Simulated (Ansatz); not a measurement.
hcp Ti, treated with PBE-D4 (PAW; Ansatz, a first-principles code).

Settings: plane-wave cutoff 520 eV, 24×24×12 k mesh (along the axes of the cell as run), Fermi–Dirac smearing 0.05 eV, no spin polarisation, scalar-relativistic PAW data made under PBE.

Cell (relaxed at this level):

```cif
data_Ti2
_chemical_formula_sum 'Ti2'
_space_group_name_H-M_alt 'P63/mmc'
_space_group_IT_number 194
_space_group_name_Hall '-P 6c 2c'
_cell_length_a 2.92250
_cell_length_b 2.92250
_cell_length_c 4.62592
_cell_angle_alpha 90.000
_cell_angle_beta 90.000
_cell_angle_gamma 120.000
loop_
_atom_site_label
_atom_site_type_symbol
_atom_site_symmetry_multiplicity
_atom_site_Wyckoff_symbol
_atom_site_fract_x
_atom_site_fract_y
_atom_site_fract_z
_atom_site_occupancy
Ti1 Ti 2 c 0.33333 0.66667 0.25000 1
```

Q: Give the computed bulk modulus B0 and pressure derivative B′ of the bulk modulus.

A: 
- bulk modulus B0 = 115 GPa
- pressure derivative B′ of the bulk modulus = 3.6

The run finds no gap.

Measured, for comparison: bulk modulus 108 GPa (zero-point energy and finite temperature contributions removed; as tabulated in doi:10.1021/acs.jctc.3c00612). Computed (rounded) less measured: bulk modulus +6 %.

Note: the bulk modulus comes from volumes at which shape and atoms were relaxed.

The computed numbers hold no vibrational or temperature effects.

It cost around 3.0 core-minutes (rough) of CPU time.
